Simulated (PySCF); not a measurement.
## Working out the ionisation energy of Al

Al [Ne] 3s2 3p1 (2P) → Al⁺ [Ne] 3s2 (1S). Calculation: PySCF 2.14, in dyall-av3z; scalar relativity by spin-free X2C-1e. Frozen: [Ne]; the 22 highest virtual orbitals dropped. Energies in hartree (1 hartree = 27.21139 eV):

```tsv
part	Al (lower)	Al⁺ (upper)
UHF	-242.317354	-242.111640
MP2 opposite-spin	-0.034306	-0.028573
MP2 same-spin	-0.002619	0.000000
```

**Question.** What does Hartree-Fock give?

**Answer.** (-242.111640) − (-242.317354) = 0.205714 hartree = 5.598 eV.

**Question.** What do MP2 and SCS-MP2 (6/5 opposite-spin, 1/3 same-spin) give?

**Answer.** The opposite-spin parts differ by 0.156 eV and the same-spin parts by 0.071 eV. MP2: 5.598 + (0.156) + (0.071) = 5.825 eV. SCS-MP2: 5.598 + 1.2 × (0.156) + (0.071)/3 = 5.809 eV.

Measured between the centres of the two terms (NIST): 5.977 eV, so MP2 (valence) is off by -0.152 eV.

What remains against the reference includes basis incompleteness, the frozen core and correlation beyond second order.
